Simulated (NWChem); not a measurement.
System: S cation, quartet

Input file for NWChem:

```
start job
memory heap 200 mb stack 700 mb global 900 mb
charge 1
geometry units angstroms noautoz
  S      0.000000     0.000000     0.000000
end
basis spherical
  * library pcseg-2
end
dft
  odft
  mult 4
  xc pbe0
  iterations 150
  mulliken
end
task dft energy
```

Excerpt of the output:

```
             Northwest Computational Chemistry Package (NWChem) 7.3.0
             --------------------------------------------------------

                             Geometry "geometry" -> ""
                             -------------------------

 Output coordinates in angstroms (scale by  1.889725989 to convert to a.u.)

  No.       Tag          Charge          X              Y              Z
 ---- ---------------- ---------- -------------- -------------- --------------
    1 S                   16.0000     0.00000000     0.00000000     0.00000000

 Effective nuclear repulsion energy (a.u.)       0.0000000000

                                 NWChem DFT Module
                                 -----------------

 Summary of "ao basis" -> "ao basis" (spherical)
 ------------------------------------------------------------------------------
       Tag                 Description            Shells   Functions and Types
 ---------------- ------------------------------  ------  ---------------------
 S                          pcseg-2                 12       34   5s4p2d1f

            General Information
            -------------------
          SCF calculation type: DFT
          Wavefunction type:  spin polarized.
          No. of atoms     :     1
          No. of electrons :    15
           Alpha electrons :     9
            Beta electrons :     6
          Charge           :     1
          Spin multiplicity:     4
          Use of symmetry is: off; symmetry adaption is: off
          Maximum number of iterations: 150
          AO basis - number of functions:    34
                     number of shells:    12
          Convergence on energy requested:  1.00D-06
          Convergence on density requested:  1.00D-05
          Convergence on gradient requested:  5.00D-04

              XC Information
              --------------
                         PBE0 Method XC Functional
                     Hartree-Fock (Exact) Exchange  0.250
          PerdewBurkeErnzerhof Exchange Functional  0.750
            Perdew 1991 LDA Correlation Functional  1.000 local
           PerdewBurkeErnz. Correlation Functional  1.000 non-local

             Grid Information
             ----------------
          Grid used for XC integration:  medium
          Radial quadrature: Mura-Knowles
          Angular quadrature: Lebedev.
          Tag              B.-S. Rad. Rad. Pts. Rad. Cut. Ang. Pts.
          ---              ---------- --------- --------- ---------
          S                   1.00       88           5.0       590
          Grid pruning is: on
          Number of quadrature shells:    88
          Spatial weights used:  Erf1

      Superposition of Atomic Density Guess
      -------------------------------------

 Sum of atomic energies:        -397.48010380

 Renormalizing density from      16.00 to     15

      Non-variational initial energy
      ------------------------------

 Total energy =    -381.287629
 1-e energy   =    -515.157188
 2-e energy   =     133.869558
 HOMO         =      -0.829000
 LUMO         =      -0.829000

     ---------------------------------------------
      Total Density - Mulliken Population Analysis
     ---------------------------------------------

    Atom       Charge   Shell Charges
 -----------   ------   -------------------------------------------------------
    1 S   16    15.00   2.01  0.45  1.53  1.46  0.56  6.00  0.87  1.75  0.38  0.00  0.00  0.00

     --------------------------------------------
      Spin Density - Mulliken Population Analysis
     --------------------------------------------

    Atom       Charge   Shell Charges
 -----------   ------   -------------------------------------------------------
    1 S   16     3.00   0.00  0.00  0.00  0.00  0.00  0.01  0.88  1.73  0.38  0.00  0.00  0.00

   convergence    iter        energy       DeltaE   RMS-Dens  Diis-err
 ---------------- ----- ----------------- --------- --------- ---------
 d= 0,ls=0.0,diis     1   -397.5035680113 -3.98D+02  1.45D-02  8.82D-01
                                                     1.32D-02  9.68D-01
 d= 0,ls=0.0,diis     2   -397.5891223167 -8.56D-02  3.86D-03  6.08D-02
                                                     3.98D-03  5.61D-02
 d= 0,ls=0.0,diis     3   -397.5978994709 -8.78D-03  3.88D-04  2.26D-04
                                                     4.08D-04  1.74D-04
 d= 0,ls=0.0,diis     4   -397.5979566823 -5.72D-05  2.45D-05  7.97D-07
                                                     2.68D-05  4.99D-07
 d= 0,ls=0.0,diis     5   -397.5979569492 -2.67D-07  1.34D-06  1.04D-09
                                                     6.13D-07  2.08D-10

         Total DFT energy =     -397.597956949176
      One electron energy =     -543.095189983127
           Coulomb energy =      170.708658364309
    Exchange-Corr. energy =      -25.211425330358
 Nuclear repulsion energy =        0.000000000000

 Numeric. integr. density =       15.000000009017

                    DFT Final Alpha Molecular Orbital Analysis
                    ------------------------------------------

 Vector    7  Occ=1.000000D+00  E=-7.168207D-01
              MO Center= -2.4D-15,  1.9D-15, -2.4D-15, r^2= 1.2D+00
   Bfn.  Coefficient  Atom+Function         Bfn.  Coefficient  Atom+Function
  ----- ------------  ---------------      ----- ------------  ---------------
    13      0.667172  1 S  py                10      0.292144  1 S  py
     7     -0.289158  1 S  py                16      0.178091  1 S  py
    12      0.102347  1 S  px                 9      0.044816  1 S  px
     6     -0.044358  1 S  px                15      0.027320  1 S  px

[...]
```

Level: PBE0/pcseg-2, spin-unrestricted. No stability test was run on the SCF state.
